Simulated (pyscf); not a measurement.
Elementary routes open to SiH₂ [singlet] + CH₄ in the gas phase (singlet surface):
A. H₃C–SiH₃ (C–H broken; C–Si, H–Si formed)
B. H₂C=SiH₂ + H₂ (C–H, C–H broken; C–Si, H–H formed)

PySCF, gas phase, ωB97X-D3(BJ)/def2-SVP geometries.

### Question
Rank the routes by free-energy barrier at 1200 K, lowest first, for ωB97M-D3(BJ)/def2-TZVP energies (ideal gas, 1 atm, RRHO with modes under 100 cm⁻¹ raised to 100, one conformer, R ln 2 for chiral ones without a mode under 150 cm⁻¹).

### Answer
A (2.36 eV), B (3.83 eV)

Route A is the fastest of these, ahead of the next by 1.47 eV. The most stable products are those of A (ΔG = -0.59 eV), so kinetics and thermodynamics agree. At 298 K A is still the fastest. A: On the reactant side the descent ends in a complex, 0.19 eV under the separated species and 0.99 eV under the saddle at ωB97X-D3(BJ)/def2-TZVP. B: On the reactant side the descent ends in a complex, 0.20 eV under the separated species and 2.52 eV under the saddle at ωB97X-D3(BJ)/def2-TZVP. Only these routes are compared; each barrier is that of the saddle found, and lower ones may exist.
